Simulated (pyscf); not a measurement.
Structures and frequencies: ωB97X-D3(BJ)/def2-SVP in PySCF.

For F–Si(SiH₃)(SiH₃)–SiH₂–Cl + hydrogen (H₂) → F–Si(SiH₃)(SiH₃)–SiH₃ + hydrogen chloride (HCl), a four-centre exchange (singlet surface; Cl–Si, H–H broken, H–Si, Cl–H formed), PBE/def2-TZVP gives ΔE‡ = 163.5 kJ/mol and ΔE = +64.6 kJ/mol (zero: the separated reactants). In which direction and how far do r²SCAN/def2-TZVP, B3LYP-D3(BJ)/def2-TZVP, ωB97M-D3(BJ)/def2-TZVP move these?

r²SCAN: ΔE‡ = 175.9 kJ/mol, ΔE = +73.5 kJ/mol; B3LYP-D3(BJ): ΔE‡ = 180.1 kJ/mol, ΔE = +74.0 kJ/mol; ωB97M-D3(BJ): ΔE‡ = 178.2 kJ/mol, ΔE = +70.8 kJ/mol. PBE's barrier lies under all of them, by 12.4 to 16.6 kJ/mol. Its reaction energy lies under all of them, by 6.2 to 9.3 kJ/mol. At the saddle there is also a short Cl–Si, H–Si contact that neither side keeps. One saddle was located; it need not be the lowest between these sides.
